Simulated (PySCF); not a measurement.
**Computed spin Hamiltonian**

Compound: C₃H₂FO (doublet state).
Structure used (GFN2-xTB), in Å, numbered top down from 1:
```xyz
7
C3H2FO angstrom
O     -1.9126   -1.3279    0.5059
C     -1.2794   -0.4223    0.0075
C     -0.0319    0.0943    0.3027
C      1.2075    0.4200    0.1227
F      1.9355    0.1233   -0.9760
H     -1.7188    0.1594   -0.8430
H      1.8030    0.9581    0.8530
```

The hyperfine couplings belong to this conformer and change with its torsions.

The species is `O=C/[C]=C\F` [radical].

Computed with PySCF, UKS B3LYP, pcH-1 on C F H O, non-relativistic, mean-field spin-orbit, GIAO. Isolated species at its GFN2-xTB geometry (one conformer only). A GFN2-xTB geometry isn't a minimum of the functional, and hyperfine couplings can be far from their values at a DFT geometry. The frame is twisted about the C2–C3 bond at this geometry (dihedral H6–C2–C3–C4 = -63°); couplings at other torsion angles weren't computed. No stability test was run, so a lower SCF solution isn't excluded.

```
g1, g2, g3        : 2.00188, 2.00294, 2.00789
g_iso             : 2.00423
Form of g         : rhombic: the two nearest values differ by 18 % of g3 − g1
⟨S²⟩              : 0.7694 (exact 0.7500)
α and β electrons : 19, 18
```

Isotropic coupling and dipolar principal values T1 to T3, in mT (MHz turned into mT with g_iso):

```csv
atom,isotope,a_iso,T1,T2,T3,Mulliken spin population
O1,17O,-0.70,-3.26,1.52,1.74,0.28
C2,13C,-1.42,-0.72,0.21,0.51,-0.12
C3,13C,3.94,-2.49,-1.96,4.45,0.82
C4,13C,-0.18,-0.46,0.10,0.36,-0.08
F5,19F,7.97,-4.80,-3.02,7.82,0.04
H6,1H,2.22,-0.27,-0.02,0.29,0.03
H7,1H,2.60,-0.24,-0.02,0.27,0.03
```

The largest Mulliken spin populations are on C3 (+0.82), O1 (+0.28), C2 (-0.12) and C4 (-0.08). The positive populations add up to 1.20 and the negative ones to -0.20, together 2S = 1.

Axes: g3 points within 3° of the O1–C2 bond.

Under fast tumbling the dipolar parts average out, and these isotropic splittings remain: 1 × 19F (F5, I = 1/2, 2 lines) with 7.97 mT, 1 × 1H (H7, I = 1/2, 2 lines) with 2.60 mT and 1 × 1H (H6, I = 1/2, 2 lines) with 2.22 mT.

The 13C coupling of C3 (110.4 MHz) shows only in satellite lines or after enrichment, since that isotope makes up about 1.07 % of natural carbon.

The 17O coupling of O1 (-19.6 MHz) shows only in satellite lines or after enrichment, since that isotope makes up about 0.038 % of natural oxygen.

The run took 13 s wall (with the writing of density and orbital grids) on Arm Neoverse V1, one thread, on a shared host, and the process peaked at 0.46 GiB of memory.
